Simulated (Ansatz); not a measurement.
**CHOSi (quartet): wave-function methods side by side, cc-pVDZ**

Aim: climb from Hartree-Fock through coupled cluster for CHOSi (quartet) at one geometry and basis, and see what each rung misses.

Method: cc-pVDZ, core rule «outside noble gas», up to 7 orbitals frozen; program: Ansatz 0.2.0, Gaussian basis.

Plan: UHF; CCSD(T) on ROHF; CCSD(T) on UHF; BCCD(T) on ROHF; CISD as a restricted active space (open shells left free, so some higher excitations enter); CCSDT(Q) on ROHF; CCSDT(Q) on UHF.

23 further runs of the same task are left out: 11 that didn't finish, 12 set aside as unsound or not needed. Runs told in other sessions of the task aren't counted.

## Step 1: The geometry

The geometry is a PBE0/def2-TZVP stationary point (not a proven minimum) of the parent state, kept for this charge and spin.

4 atoms, charge 0, spin multiplicity 4.

Atoms are counted from 1 here; the program's logs count them from 0.

Bond lengths: C1–O2 1.127 Å, Si3–H4 1.529 Å.

## Step 2: UHF

File in.yaml:

```yaml
crystal:
  periodic: [false, false, false]
  atoms:
    - {symbol: C, position_ang: [0.000000, -0.024020, 2.154831]}
    - {symbol: O, position_ang: [0.000000, 0.064782, 1.031260]}
    - {symbol: Si, position_ang: [0.000000, -0.078311, -1.463067]}
    - {symbol: H, position_ang: [0.000000, 1.439987, -1.279434]}
basis:
  gaussian: {orbitals: cc-pVDZ}
magnetization: {spin_polarized: true, initial_magnetization: 3}
hamiltonian: {xc: hf}
output: {orbitals: {seedname: orbitals}}
```

Run with:

```bash
$ ansatz run in.yaml --threads 1 --pin off --events-out ev --progress --plain --max-ram 2393MiB
```

The runs that follow: CCSD(T) on ROHF; CCSD(T) on UHF; BCCD(T) on ROHF; CISD as a restricted active space (open shells left free, so some higher excitations enter); CCSDT(Q) on ROHF; CCSDT(Q) on UHF.

Before running them: what should the planned runs give, taken together? Wanted: UCCSDT(Q) from the RHF energy; RMP2 from UCCSDT(Q); UMP2 from UCCSDT(Q); RCCSD from UCCSDT(Q); RCCSD(T) from UCCSDT(Q); UCCSD(T) from UCCSDT(Q); RCCSDT(Q) from UCCSDT(Q); T1 diagnostic.

The runs gave:

| quantity | value |
| --- | --- |
| UCCSDT(Q) from the ROHF energy | -10.3449 eV |
| RMP2 from UCCSDT(Q) | +24.78 kcal/mol |
| UMP2 from UCCSDT(Q) | +24.69 kcal/mol |
| RCCSD from UCCSDT(Q) | +9.35 kcal/mol |
| RCCSD(T) from UCCSDT(Q) | +1.35 kcal/mol |
| UCCSD(T) from UCCSDT(Q) | +1.34 kcal/mol |
| RCCSDT(Q) from UCCSDT(Q) | +0.11 kcal/mol |
| levels within 1 kcal/mol (43 meV) | RCCSDT, UCCSDT, RCCSDT(Q) |
| T1 diagnostic | 0.025 |

**Reading.** RCCSD(T) lands +1.35 kcal/mol from the yardstick (0.6 % of the correlation energy). These misses are within one basis, not against nature; the frozen cores of restricted and unrestricted runs differ, which can shift their rows.

With open shells the CI space here admits some higher excitations, so it is larger than plain CISD.
